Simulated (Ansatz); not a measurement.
Frontier orbitals of `P[SiH2]Cl`.

Total charge 0; spin multiplicity 1. The structure was optimised at the PBE0-D4/def2-TZVP level. It is one conformer, not always the lowest. Basis def2-TZVPP, the Gaussian-basis code of Ansatz.

(1) Compute the vertical ionisation energy as the energy of the cation minus that of the neutral molecule, at each level. (An estimate is asked.)

## Answers

(1) Ansatz gave: 
```tsv
level	IE (eV)	difference from CCSD(T)/CBS(def2)
PBE-D4/def2-TZVPP	9.74	-0.48
r2SCAN-D4/def2-TZVPP	9.85	-0.38
PBE0-D4/def2-TZVPP	9.96	-0.26
B3LYP-D4/def2-TZVPP	9.99	-0.24
ωB97X-V/def2-TZVPP	10.11	-0.11
ωB97M-V/def2-TZVPP	10.09	-0.13
B2PLYP/def2-TZVPP	10.00	-0.22
HF/def2-TZVPP	9.13	-1.09
MP2/def2-TZVPP	10.12	-0.10
CCSD/def2-TZVPP	10.05	-0.17
CCSD(T)/def2-TZVPP	10.09	-0.14
HF/def2-QZVPP	9.12	-1.10
MP2/def2-QZVPP	10.19	-0.03
HF/CBS(def2)	9.12	-1.10
MP2/CBS(def2)	10.25	0.03
CCSD/CBS(def2)	10.19	-0.03
CCSD(T)/CBS(def2)	10.22	0.00
```

B3LYP here is the variant with VWN-RPA as its local correlation; programs differ in this.
